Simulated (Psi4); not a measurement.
# A workflow on N2O (nitrous oxide), part 2 of 2

Psi4 1.11. Earlier steps stand in the parts before.

## 3. The harmonic vibrations at wB97X-D/cc-pVDZ (density fitting) (run 2)

The input, calc.inp:

```
memory 1600 mb

molecule geom {
  N      0.00000000     0.00000000    -2.16465482
  N      0.00000000     0.00000000    -0.03382421
  O      0.00000000     0.00000000     2.19847714
  units au
  symmetry c1
}

set {
  t 298.15
  rotational_symmetry_number 1
}

e, wfn = frequency("wb97x-d/cc-pVDZ", return_wfn=True)
```

Started as:

```
psi4 calc.inp calc.out -n 1
```

calc.out, cut to the lines that bear on the results:

```text
[...]
  Running in c1 symmetry.
[...]
  Nuclear repulsion =   60.916763173581515
[...]
  Multiplicity = 1
[...]
  Nalpha       = 11
  Nbeta        = 11
[...]
    Number of basis functions: 42
[...]
   @DF-RKS iter   1:  -184.52421135888034   -3.31808e-01   1.18281e-02 DIIS/ADIIS
[...]
   @DF-RKS iter  11:  -184.61353896178269   -2.84217e-13   1.25571e-09 DIIS
[...]
    Orbital Energies [Eh]
    ---------------------
    Doubly Occupied:
       1A    -19.361557     2A    -14.682021     3A    -14.547128
       4A     -1.354223     5A     -1.190445     6A     -0.692866
       7A     -0.657173     8A     -0.657173     9A     -0.564206
      10A     -0.420644    11A     -0.420644
[...]
  @DF-RKS Final Energy:  -184.61353896178269
   => Energetics <=
    Nuclear Repulsion Energy =             60.9293321222573780
    One-Electron Energy =                -371.3075857422887793
    Two-Electron Energy =                 141.4009021267183073
    DFT Exchange-Correlation Energy =     -15.6361369174646025
    Empirical Dispersion Energy =          -0.0000505510050164
    VV10 Nonlocal Energy =                  0.0000000000000000
    Total Energy =                       -184.6135389617826945
[...]
  -Total Gradient:
     Atom            X                  Y                   Z
    ------   -----------------  -----------------  -----------------
       1       -0.000000000000    -0.000000000000    -0.000741445884
       2       -0.000000000000     0.000000000000     0.002589534613
       3        0.000000000000     0.000000000000    -0.001368323131
[...]
  ==> Harmonic Vibrational Analysis <==
[...]
  Freq [cm^-1]                 622.1642            622.1642           1382.8456
[...]
  IR activ [km/mol]            10.1010             10.1010             59.7708
[...]
  Freq [cm^-1]                2412.5605
[...]
  IR activ [km/mol]            349.1854
[...]
  Total E_0, Enthalpy at 0 [K]                                                         -184.60205934 [Eh]
[...]
  Total H, Enthalpy at  298.15 [K]                                                     -184.59845029 [Eh]
[...]
  Total G, Gibbs energy at  298.15 [K]                                                 -184.62335457 [Eh]
[...]
```

On the terminal:

```text
Warning: used thermodynamics relations inappropriate for low-frequency modes: ['622.1642' '622.1642']
```

It took 23 s on 1 thread of INTEL XEON PLATINUM 8581C at 2.30GHz (Emerald Rapids), shared host; peak memory 0.31 GiB.

## 4. A single-point energy at CCSD(T)/cc-pVTZ (run 3)

The input, n2o.xyz:

```xyz
3
N2O
N      1.066411     0.456097    -0.343303
N      0.072918     0.021644    -0.033990
O     -0.967952    -0.433345     0.290053
```

The input, n2o.py:

```python
import psi4

psi4.set_memory('1600 MB')
psi4.set_num_threads(1)
psi4.core.set_output_file('n2o.out', False)

with open('n2o.xyz') as f:
    atoms = ''.join(f.readlines()[2:])
m = psi4.geometry('0 1\n' + atoms + 'symmetry c1')

options = {'reference': 'rhf', 'scf_type': 'pk', 'freeze_core': True}
psi4.set_options(options)

e_tot, wfn = psi4.energy("ccsd(t)/cc-pVTZ", return_wfn=True)
print(f'total energy {e_tot:.8f} hartree = {e_tot * 27.211386:.5f} eV')
for k, v in sorted(psi4.core.scalar_variables().items()):
    print(f'{k:45s} {v:18.10f}')
```

Started as:

```
python n2o.py
```

n2o.out, cut to the lines that bear on the results:

```text
[...]
  Running in c1 symmetry.
[...]
  Nuclear repulsion =   60.916768614431390
[...]
  Multiplicity = 1
[...]
  Nalpha       = 11
  Nbeta        = 11
[...]
    Number of basis functions: 90
[...]
   @RHF iter   1:  -183.67023533609904   -5.39430e-01   5.16350e-03 ADIIS/DIIS
[...]
   @RHF iter  11:  -183.74957597530693   -1.71667e-11   7.18781e-09 DIIS
[...]
    Orbital Energies [Eh]
    ---------------------
    Doubly Occupied:
       1A    -20.654433     2A    -15.843801     3A    -15.695192
       4A     -1.614309     5A     -1.422441     6A     -0.831866
       7A     -0.762492     8A     -0.762492     9A     -0.696384
      10A     -0.489237    11A     -0.489237
[...]
  @RHF Final Energy:  -183.74957597530693
   => Energetics <=
    Nuclear Repulsion Energy =             60.9167686144313905
    One-Electron Energy =                -370.8089207207224831
    Two-Electron Energy =                 126.1425761309841249
    Total Energy =                       -183.7495759753069251
[...]
 Multipole Moments:
 ------------------------------------------------------------------------------------
     Multipole            Electronic (a.u.)      Nuclear  (a.u.)        Total (a.u.)
 ------------------------------------------------------------------------------------
 L = 1.  Multiply by 2.5417464519 to convert [e a0] to [Debye]
 Dipole X            :         -0.0000715            0.0000009           -0.0000707
 Dipole Y            :         -0.0000002            0.0000000           -0.0000002
 Dipole Z            :          0.2350022           -0.0090220            0.2259802
 Magnitude           :                                                    0.2259802
[...]
      * MP2 total energy                      = -184.392348225693070
[...]
      * CCSD total energy                     = -184.371705311071025
[...]
      * CCSD(T) total energy                  = -184.407019633134041
```

The script printed:

```text
total energy -184.40701963 hartree = -5017.97059 eV
(T) CORRECTION ENERGY                              -0.0353143221
CC D1 DIAGNOSTIC                                    0.0470048944
CC D2 DIAGNOSTIC                                    0.1799887346
CC NEW D1 DIAGNOSTIC                                0.0470048944
CC T1 DIAGNOSTIC                                    0.0197117596
CCSD CORRELATION ENERGY                            -0.6221293358
CCSD DOUBLES ENERGY                                -0.6221293358
CCSD ITERATIONS                                    15.0000000000
CCSD OPPOSITE-SPIN CORRELATION ENERGY              -0.4773218968
CCSD SAME-SPIN CORRELATION ENERGY                  -0.1448074389
CCSD SINGLES ENERGY                                 0.0000000000
CCSD TOTAL ENERGY                                -184.3717053111
CCSD(T) CORRELATION ENERGY                         -0.6574436578
CCSD(T) TOTAL ENERGY                             -184.4070196331
CURRENT CORRELATION ENERGY                         -0.6574436578
CURRENT ENERGY                                   -184.4070196331
CURRENT REFERENCE ENERGY                         -183.7495759753
DD SOLVATION ENERGY                                 0.0000000000
HF KINETIC ENERGY                                 183.3665591994
HF POTENTIAL ENERGY                              -367.1161351747
HF TOTAL ENERGY                                  -183.7495759753
HF VIRIAL RATIO                                     2.0020888039
MP2 CORRELATION ENERGY                             -0.6427722504
MP2 DOUBLES ENERGY                                 -0.6427722504
MP2 OPPOSITE-SPIN CORRELATION ENERGY               -0.4684590012
MP2 SAME-SPIN CORRELATION ENERGY                   -0.1743132492
MP2 SINGLES ENERGY                                 -0.0000000000
MP2 TOTAL ENERGY                                 -184.3923482257
NUCLEAR REPULSION ENERGY                           60.9167686144
ONE-ELECTRON ENERGY                              -370.8089207207
PCM POLARIZATION ENERGY                             0.0000000000
PE ENERGY                                           0.0000000000
SCF ITERATION ENERGY                             -183.7495759753
SCF ITERATIONS                                     11.0000000000
SCF TOTAL ENERGY                                 -183.7495759753
TWO-ELECTRON ENERGY                               126.1425761310
```

Run time: 17 s. Hardware: 1 thread of INTEL XEON PLATINUM 8581C at 2.30GHz (Emerald Rapids), shared host; peak memory 0.8 GiB.

## 5. What came out

This closing draws on all 2 parts.

| quantity | value |
| --- | --- |
| run 1, wB97X-D/cc-pVDZ: total energy at the end | -184.61354 Eh |
| run 1, wB97X-D/cc-pVDZ: dipole moment | 0.08 D |
| run 1, wB97X-D/cc-pVDZ: HOMO energy | -11.45 eV |
| run 1, wB97X-D/cc-pVDZ: LUMO energy | 1.83 eV |
| run 1, wB97X-D/cc-pVDZ: HOMO–LUMO gap | 13.27 eV |
| run 1, wB97X-D/cc-pVDZ: dispersion energy | -0.13 kJ/mol |
| run 2, wB97X-D/cc-pVDZ: lowest harmonic wavenumber | 622 cm⁻¹ |
| run 2, wB97X-D/cc-pVDZ: highest harmonic wavenumber | 2413 cm⁻¹ |
| run 2, wB97X-D/cc-pVDZ: zero-point energy | 30.1 kJ/mol |
| run 2, wB97X-D/cc-pVDZ: ideal-gas entropy at 298.15 K (symmetry number 1 as used) | 52.4 cal/(mol K) |
| run 3, CCSD(T)/cc-pVTZ: total energy | -184.40702 Eh |
| run 3, CCSD(T)/cc-pVTZ: HOMO energy (Hartree–Fock orbitals) | -13.31 eV |
| run 3, CCSD(T)/cc-pVTZ: LUMO energy (Hartree–Fock orbitals) | 4.23 eV |
| run 3, CCSD(T)/cc-pVTZ: HOMO–LUMO gap (Hartree–Fock orbitals) | 17.54 eV |
| run 3, CCSD(T)/cc-pVTZ: correlation energy (3 core orbitals frozen) | -657.4 mEh |
| run 3, CCSD(T)/cc-pVTZ: (T) correction | -35.31 mEh |
| run 3, CCSD(T)/cc-pVTZ: T1 diagnostic | 0.020 |

What this shows: The optimisation (run 1, wB97X-D/cc-pVDZ) took 5 steps and changed the energy by -0.258 eV. All 4 modes (run 2, wB97X-D/cc-pVDZ) are real, so the shape is a minimum at this level. At wB97X-D/cc-pVDZ: The measured dipole moment is 0.17 D (NIST CCCBDB); the computed value is 0.09 D (50 %) too low. The triples (run 3, CCSD(T)/cc-pVTZ) make up 5.4 % of the correlation energy.
